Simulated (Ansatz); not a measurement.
Two isomers of C3H7NO: A = `CNC(C)=O`, B = `C/N=C(\C)O`.

Computed with Ansatz on PBE0-D4/def2-TZVP structures; ΔE is electronic, products minus reactants. CCSD(T)/CBS is the MP2 limit (def2-TZVPP, def2-QZVPP) plus CCSD(T) − MP2 in def2-TZVPP, frozen cores. DFT in def2-TZVPP. B3LYP here is the variant with VWN-RPA as its local correlation; programs differ in this. One conformer a species, not always the lowest.

(1) Which is lower in electronic energy at CCSD(T)/CBS, and by how much? (Best estimate.)

(2) Give E(B) − E(A) in kcal/mol with B3LYP-D4, PBE-D4, CCSD(T)/def2-TZVPP, MP2/def2-TZVPP, B3LYP, ωB97M-V, CCSD/def2-TZVPP. (An estimate is asked.)

Largest T1 diagnostic: 0.014.

Results:

(1) Ansatz gave: A, by 13.0 kcal/mol.

(2) The calculation gave: B3LYP-D4 14.7, PBE-D4 14.4, CCSD(T)/def2-TZVPP 12.9, MP2/def2-TZVPP 13.3, B3LYP 15.0, ωB97M-V 13.7, CCSD/def2-TZVPP 13.2. None reverses the order clearly.

In def2-TZVPP, CCSD(T) changes the Hartree–Fock value by −3.1 kcal/mol (the triples alone add −0.3 kcal/mol) and MP2 by −2.6 kcal/mol.
